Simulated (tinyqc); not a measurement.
Geometry optimisation on the unrestricted PBE/sto-6g surface (energies and gradients from PySCF), for BH, spin multiplicity 3, step by step. Computed by tinyqc, a small Python program that keeps every step (integrals from PySCF). Settings: charge = 0, multiplicity = 3, basis = sto-6g, functional = pbe,pbe, optimiser = bfgs, first Hessian = 0.3, largest step = 0.1, iteration cap = 30. Command: `OMP_NUM_THREADS=1 python tinyqc.py 21965 21966 out.jsonl` (the two numbers bound the seeds that draw the settings). One thread of a shared host (Intel(R) Xeon(R) Processor @ 2.60GHz), about 5 s of CPU time with the checks.

## Step 1: energy and gradient

positions at the start (bohr), order 1B, 2H:
```
[[0.000000, 0.000000, 0.000000],
 [0.000000, 0.000000, 2.433967]]
```

Self-consistent energy and analytic gradient at these positions.

energy = -25.08259287 hartree

gradient (hartree/bohr), order 1B, 2H:
```
[[0.00000000, 0.00000000, -0.04785940],
 [0.00000000, 0.00000000, 0.04785943]]
```

## Step 1: move

Quasi-Newton step p = -H^(-1) g (first H = 0.3 times the unit matrix); steps longer than 0.1 bohr are cut back (factor 0.443 here).

positions after step 1 (bohr), order 1B, 2H:
```
[[0.000000, 0.000000, 0.070711],
 [0.000000, 0.000000, 2.363257]]
```

## Step 2: energy and gradient

As before.

energy = -25.08741287 hartree

gradient (hartree/bohr), order 1B, 2H:
```
[[0.00000000, 0.00000000, -0.01842227],
 [0.00000000, 0.00000000, 0.01842232]]
```

## Step 2: move

inverse Hessian in use (bohr^2/hartree):
```
[[3.333333, 0.000000, 0.000000, 0.000000, 0.000000, 0.000000],
 [0.000000, 3.333333, 0.000000, 0.000000, 0.000000, 0.000000],
 [0.000000, 0.000000, 2.867711, 0.000000, 0.000000, 0.465620],
 [0.000000, 0.000000, 0.000000, 3.333333, 0.000000, 0.000000],
 [0.000000, 0.000000, 0.000000, 0.000000, 3.333333, 0.000000],
 [0.000000, 0.000000, 0.465620, 0.000000, 0.000000, 2.867714]]
```

Quasi-Newton step p = -H^(-1) g (the inverse Hessian comes from BFGS updates; coordinates in the order x, y, z of each atom); steps longer than 0.1 bohr are cut back.

positions after step 2 (bohr), order 1B, 2H:
```
[[0.000000, 0.000000, 0.114963],
 [0.000000, 0.000000, 2.319004]]
```

## Step 3: energy and gradient

As before.

energy = -25.08798253 hartree

gradient (hartree/bohr), order 1B, 2H:
```
[[0.00000000, 0.00000000, 0.00650476],
 [0.00000000, 0.00000000, -0.00650457]]
```

## Step 3: move

inverse Hessian in use (bohr^2/hartree):
```
[[3.333333, 0.000000, 0.000000, 0.000000, 0.000000, 0.000000],
 [0.000000, 3.333333, 0.000000, 0.000000, 0.000000, 0.000000],
 [0.000000, 0.000000, 2.554288, 0.000000, 0.000000, 0.779032],
 [0.000000, 0.000000, 0.000000, 3.333333, 0.000000, 0.000000],
 [0.000000, 0.000000, 0.000000, 0.000000, 3.333333, 0.000000],
 [0.000000, 0.000000, 0.779032, 0.000000, 0.000000, 2.554315]]
```

As before.

positions after step 3 (bohr), order 1B, 2H:
```
[[0.000000, 0.000000, 0.103415],
 [0.000000, 0.000000, 2.330552]]
```

## Convergence

Stop when the largest gradient component is below 3e-5 hartree/bohr. The inverse Hessian follows the BFGS update with s = step, y = change of gradient.

Course of the optimisation:
```
step   E (hartree)  largest gradient (hartree/bohr)
1     -25.08259287                         4.79e-02
2     -25.08741287                         1.84e-02
3     -25.08798253                         6.50e-03
4     -25.08805028                         5.63e-04
5     -25.08805093                         1.53e-05
```

Final distances (angstrom):
```
pair   distance
2H-1B  1.177576
```

Converged in 5 steps.
